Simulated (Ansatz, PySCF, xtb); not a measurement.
Bonds broken one at a time in the series In F-H. Isolated molecules, 0 K electronic values unless said otherwise. Strings in code marks are SMILES.

Quantity: homolytic bond dissociation enthalpy at 298 K (no spin–orbit term), in kcal/mol. Thermal and zero-point terms are GFN2-xTB rigid-rotor harmonic values (xtb).

Level 1: frozen-core CCSD(T)/def2-TZVPP // B3LYP-D3(BJ)/def2-TZVP (Ansatz, a quantum-chemistry and plane-wave program)
Level 2: PBE-D3(BJ)/def2-TZVP // B3LYP-D3(BJ)/def2-TZVP (PySCF)
Level 3: B3LYP/6-311+G** (LANL2DZ on In) // B3LYP-D3(BJ)/def2-TZVP (PySCF)
Level 4: M06-2X/6-31G* (LANL2DZ on In) // B3LYP-D3(BJ)/def2-TZVP (PySCF)

| species | level 2 | level 3 | level 4 |
|---|---|---|---|
| F–In bond of `[F][In]([F])[F]`, giving `[F]` and `[F][In][F]` | 101.9 | 109.6 | 117.6 |

Task: What does level 1 give for each?

Result: 
- F–In bond of `[F][In]([F])[F]`, giving `[F]` and `[F][In][F]`: 100.6
